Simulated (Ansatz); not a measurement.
Basis-set extrapolation for C₄H₅N (`C/C=C\C#N`) (PBE0-D4/def2-TZVP geometry, frozen core, the Gaussian-basis code of Ansatz). Multiplicity 1, RHF reference.

```json
{"": "HF", "def2-TZVPP": "-208.887745", "def2-QZVPP": "-208.896548"}
{"": "MP2 correlation", "def2-TZVPP": "-0.827727", "def2-QZVPP": "-0.880968"}
{"": "CCSD(T) correlation", "def2-TZVPP": "-0.895779", "def2-QZVPP": "-0.942719"}
```

Energies in hartree. Use E(X) = E(∞) + A·exp(−7.88·√X) for Hartree–Fock and E(X) = E(∞) + B·X^(−2.97) for correlation, with X = 3 and 4.

Question: What is the CCSD(T) energy at the basis-set limit?

Answer: HF limit: -208.896548 + (-0.008803) × 0.13774 = -208.89776. Correlation limit: -0.942719 + (-0.046940) × 0.74074 = -0.97749. Total: -209.87525 hartree, 57.6 kcal/mol below CCSD(T)/def2-TZVPP.
